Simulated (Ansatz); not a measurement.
# C2H2F (SMILES C=[C]F) at UHSE06/STO-3G

What is the vertical ionisation energy of C2H2F at UHSE06/STO-3G? 

Program for the calculation: Ansatz 0.2.0.

54 further runs of the same task are left out: 3 that didn't finish, 51 set aside as unsound or not needed.

### Step 1. The system as given

C2H2F: 5 atoms, total charge 0, spin state doublet. As SMILES, `C=[C]F`. The shape is that of a PBE0-D4/def2-TZVP optimisation.

Bond lengths: C1–C2 1.309 Å, C2–F3 1.302 Å, C1–H4 1.087 Å, C1–H5 1.080 Å. Angles: C1–C2–F3 130.3°, C2–C1–H4 120.7°, C2–C1–H5 119.9°, H4–C1–H5 119.4°.

### Step 2. A single-point energy at UHSE06/STO-3G

File job.yaml:

```yaml
crystal:
  periodic: [false, false, false]
  atoms:
    - symbol: C
      position_ang: [0.488200, -0.200400, 0.008400]
    - symbol: C
      position_ang: [-0.592700, 0.393700, 0.447100]
    - symbol: F
      position_ang: [-1.725600, 0.629500, -0.148900]
    - symbol: H
      position_ang: [0.534700, -0.590400, -1.005400]
    - symbol: H
      position_ang: [1.345200, -0.306200, 0.657500]
basis:
  gaussian: {orbitals: STO-3G}
magnetization: {spin_polarized: true, initial_magnetization: 1}
hamiltonian: {xc: hse06}
accuracy: high
```

Run with:

```sh
$ ansatz run job.yaml --threads 1 --pin off --max-ram 2610MiB --events-out events.jsonl --progress --plain --runs-dir runs
```

Standard output:

```text
Warning: RAYON_NUM_THREADS=1 ignored (pool sized by the plan → 1); use --threads N
Functional definition: HSE06
  name "HSE06"
  parameter a = 0.25
  parameter omega = 0.11/bohr
  exchange = pbe_x - a*pbe_x_sr(omega) + a*exact_x_sr(omega)
  correlation = pbe_c
294 factors; integrals over basis functions are off by at most 4.1e-8 eV
49 factors; integrals over basis functions are off by at most 5.5e-10 eV
mean field evaluation 1: about -4749.2048 eV, gradient 1.1e1 eV
mean field evaluation 2: about -4748.2822 eV, gradient 1.7e1 eV
mean field evaluation 4: about -4750.0979 eV, gradient 1.1e0 eV
mean field evaluation 8: about -4750.0763 eV, gradient 4.7e-2 eV
mean field evaluation 16: about -4750.0764 eV, gradient 1.0e-6 eV
mean field -4750.07642529 eV, -174.5620889120 hartree, gradient 8.1e-8 eV, S^2 0.762610; 0 other end points of the search recorded, 0 dependent functions left out
reference -4750.07642678 eV, -174.5620889666 hartree; 12, 11 occupied and 5, 6 virtual orbitals, 294 factors
Total energy: -4750.07642678 eV, -174.5620889666 hartree
```

Wall time 1 s (1 thread of Intel Xeon 6975P-C (Granite Rapids), shared host); peak memory 0.14 GiB.

### Step 3. The singlet cation at the same level

File job.yaml:

```yaml
crystal:
  periodic: [false, false, false]
  atoms:
    - {symbol: C, position_ang: [0.488200, -0.200400, 0.008400]}
    - {symbol: C, position_ang: [-0.592700, 0.393700, 0.447100]}
    - {symbol: F, position_ang: [-1.725600, 0.629500, -0.148900]}
    - {symbol: H, position_ang: [0.534700, -0.590400, -1.005400]}
    - {symbol: H, position_ang: [1.345200, -0.306200, 0.657500]}
basis:
  gaussian:
    orbitals: STO-3G
total_charge: 1
hamiltonian:
  xc: {name: HSE06}
accuracy: high
```

Run with:

```sh
$ ansatz run job.yaml --threads 1 --pin off --max-ram 2610MiB --events-out events.jsonl --progress --plain --runs-dir runs
```

Standard output, shortened:

```text
Warning: RAYON_NUM_THREADS=1 ignored (pool sized by the plan → 1); use --threads N
[... 6 set-up lines as earlier in the session ...]
294 factors; integrals over basis functions are off by at most 4.1e-8 eV
49 factors; integrals over basis functions are off by at most 5.5e-10 eV
mean field evaluation 1: about -4739.4980 eV, gradient 2.7e1 eV
mean field evaluation 2: about -4727.3154 eV, gradient 7.4e1 eV
mean field evaluation 4: about -4741.7357 eV, gradient 3.6e0 eV
mean field evaluation 8: about -4741.7228 eV, gradient 2.8e-2 eV
mean field evaluation 16: about -4741.7228 eV, gradient 5.1e-8 eV
mean field -4741.72277125 eV, -174.2550977881 hartree, gradient 5.3e-8 eV, S^2 0.000000; 0 other end points of the search recorded, 0 dependent functions left out
reference -4741.72277276 eV, -174.2550978439 hartree; 11, 11 occupied and 6, 6 virtual orbitals, 294 factors
Total energy: -4741.72277276 eV, -174.2550978439 hartree
```

It took 0.61 s on 1 thread of Intel Xeon 6975P-C (Granite Rapids), shared host.

### Step 4. Results

Level: UHSE06/STO-3G.

| quantity | value |
| --- | --- |
| doublet C2H2F: total energy | -174.56209 Eh |
| doublet C2H2F: ⟨S²⟩ | 0.763 |
| singlet cation: total energy | -174.25510 Eh |
| vertical ionisation energy (to the singlet cation) | 8.354 eV |

What this shows: Removing an electron at fixed nuclei costs 8.35 eV (193 kcal/mol). Only the singlet of the ionised species was computed; a triplet could lie lower. In a minimal basis such a difference can be off by several eV, whatever the method.
